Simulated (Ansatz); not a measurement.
**Property card for CaFe₂As₂**

The calculation used DFT r2SCAN, scalar-relativistic, plane waves, PAW in Ansatz.

Cutoff 500 eV; k points 10×10×10 on the computed 5-atom cell (Γ-centred); Gaussian smearing, width 0.10 eV; collinear spin from starting moments 0 3.1 3.1 0 0 μB.

The structure is relaxed at this level of theory with its symmetry kept. Whether it is the stable form of this composition wasn't checked.

```
CELL_PARAMETERS angstrom
0.00000 2.74497 5.89635
2.74517 0.00000 5.89635
2.74517 2.74497 0.00000
ATOMIC_POSITIONS crystal
Ca 0.50000 0.50000 0.50000
Fe 0.25000 0.25000 0.25000
Fe 0.75000 0.75000 0.75000
As 0.87622 0.87622 0.12378
As 0.12378 0.12378 0.87622
```

* Space group: I4/mmm (No. 139)
* Volume per atom: 17.77 Å³
* Formation energy from the elements' standard states (uncorrected): -0.526 eV/atom
* Generalised Kohn–Sham band gap: none (metal)
* Density of states at the Fermi level: 2.03 states/eV per cell
* Löwdin character within 0.5 eV of the Fermi level: Fe 3d 57 %, As 4p 29 %, unprojected 9 %
* Bader charges (e): Ca (1 in the cell) 1.42, Fe (2 in the cell) 0.42, As (2 in the cell) -1.13
* Total moment: 5.70 μB per cell
* Site moments (μB; atoms counted from 1 over the whole cell): Fe (atom 2) 2.82, Fe (atom 3) 2.82

The state reached may not be the lowest one. Only parallel moments were tried here.

Only this magnetic start was tried.

Cost: 1 run of about 7.7 core-minutes, on Arm Neoverse V2 (shared hosts).